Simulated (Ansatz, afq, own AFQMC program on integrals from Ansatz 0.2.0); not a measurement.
## H2Cl, doublet: AFQMC among the cluster methods

```xyz
3

H     0.0000    0.0000   -1.2797
H     0.0000    0.0000   -0.1187
Cl    0.0000    0.0000    1.3983
```

Basis cc-pVTZ. Only valence electrons are correlated. AFQMC by an in-house program on the Cholesky factors that Ansatz 0.2.0 writes for its CCSD(T) run. ph-AFQMC/CISD is guided by a CISD state made of CCSD amplitudes; releasing the constraint for a short imaginary time cuts its bias at the price of noise, slowly where states lie close. Uncertainties: one standard error, sampling alone.

Determinant: UHF, the one that the program's search chose, which needn't be the lowest solution. The geometry is a point of a scan.

No full CI on the walks' own integrals is used here; CCSDT(Q) serves as the reference and is uncertain by about the last step of the cluster series.

Cautions: unrestricted determinant slightly spin contaminated (⟨S²⟩ 0.80 against 0.75).

* T1 diagnostic: 0.0169
* weight of the determinant in the CISD state: 0.902
* ⟨S²⟩ of the determinant: 0.801
* size of the correlated space: 9 electrons in 57 orbitals

| level | correlation energy (eV) |
| --- | --- |
| MP2 | -5.6608 |
| CCSD | -6.3521 |
| CCSD(T) | -6.5873 |

Task: Estimate where phaseless AFQMC with a CISD trial lies against CCSD(T) on the same integrals.

Result: 22.0 ± 4.7 meV below CCSD(T).

Reference: CCSDT(Q), correlation energy -6.617 eV. The released energy is read at 2.40 1/Eh (meV from the phaseless value at times in 1/Eh: -3 ± 3 at 0.24, -3 ± 3 at 0.51, -7 ± 4 at 0.99, -8 ± 3 at 1.62, -6 ± 4 at 2.40).

```tsv
level	E − E(reference) (meV)	share of correlation (%)
CCSD(T)	30.1	99.55
CCSDT	10.5	99.84
ph-AFQMC/CISD	8.1 ± 4.7	99.88
released AFQMC	2.6 ± 3.6	99.96
```

A walk keeps the symmetry of its determinant, which the program's search chose and which needn't be the lowest solution, so a lower state of the same spin and another symmetry isn't excluded. Released energies are given only where the last usable release times agree within the noise; a slower fall can still hide under it.
